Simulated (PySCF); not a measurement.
Simulated 1H ENDOR lines of a doublet radical (isotropic, first order, 332.6 mT).

Class means under 0.5 MHz are left out. Line positions in MHz: 12.23, 13.87, 14.45, 16.09, 28.68, 31.16, 33.70, 57.00, 59.48, 62.02.

**Question.** What is the proton Larmor frequency at this field?

**Answer.** νH = 5.58569 × 7.62259 MHz/T × 0.3326 T = 14.16 MHz.

**Question.** Pair the lines and read off the couplings.

**Answer.** For S = 1/2 in fast tumbling each set of equivalent nuclei gives two lines, ν± = |νn ± a/2| to first order, with νn = g_N μN B/h and μN/h = 7.62259 MHz/T. A pair with |a| < 2νn is centred on νn and split by |a|; one with |a| > 2νn is centred on |a|/2 and split by 2νn.

| lower line | upper line | centred on | \|a\| (MHz) |
| --- | --- | --- | --- |
| 33.70 | 62.02 | \|a\|/2 | 95.72 |
| 31.16 | 59.48 | \|a\|/2 | 90.64 |
| 28.68 | 57.00 | \|a\|/2 | 85.68 |
| 12.23 | 16.09 | νn | 3.86 |
| 13.87 | 14.45 | νn | 0.58 |

Species: C5H8Cl (doublet state).
Z-matrix (Å and degrees, GFN2-xTB geometry), rows numbered from 1:
```
C 
C   1  1.5258
C   2  1.5480  1  116.07
C   3  1.5425  2   90.64  1  -114.21
C   4  1.4918  3   87.44  2    -3.40
Cl  5  1.6983  2  127.39  1   -31.91
H   1  1.0877  2  110.21  3   -71.89
H   1  1.0875  2  110.36  3    48.48
H   1  1.0873  2  110.02  3   168.14
H   2  1.0952  1  108.67  3   129.87
H   3  1.0868  2  114.29  1   128.78
H   3  1.0868  2  113.43  1     2.31
H   4  1.0937  3  115.00  2   113.30
H   4  1.0920  3  115.37  2  -120.30
```

As a line formula: `[C]1(CC[C@H]1C)Cl` [radical].

**Question.** This is the radical. Which protons give which coupling, and how does each split the EPR lines?

**Answer.** 95.7 MHz (computed sign +): H14, β, 2 bonds from C5, a 1:1 doublet of 3.410 mT; 90.6 MHz (computed sign +): H10, β, 2 bonds from C5, a 1:1 doublet of 3.229 mT; 85.7 MHz (computed sign +): H13, β, 2 bonds from C5, a 1:1 doublet of 3.052 mT; 3.9 MHz (computed sign −): H12, γ, 3 bonds from C5, a 1:1 doublet of 0.138 mT; 0.6 MHz (computed sign −): H7/H8/H9, γ, 3 bonds from C5, a 1:3:3:1 quartet of 0.021 mT. To first order the positions of ENDOR lines don't depend on how many nuclei share a coupling.

Computed with UKS B3LYP, pcH-1 on C Cl H, non-relativistic, mean-field spin-orbit, GIAO in PySCF. Geometry: GFN2-xTB; no solvent, vibrations or thermal averaging. Couplings are sensitive to structure, and on GFN2-xTB geometries they can be far from those on DFT ones. Stability of the SCF solution: not tested.

Nuclei that the bonding pattern makes equivalent are averaged, as if the motion that swaps them (rotation, inversion, ring flip) were fast. The three 1H nuclei of mean -0.6 MHz run from -3.2 to 4.3 MHz in the frozen geometry.
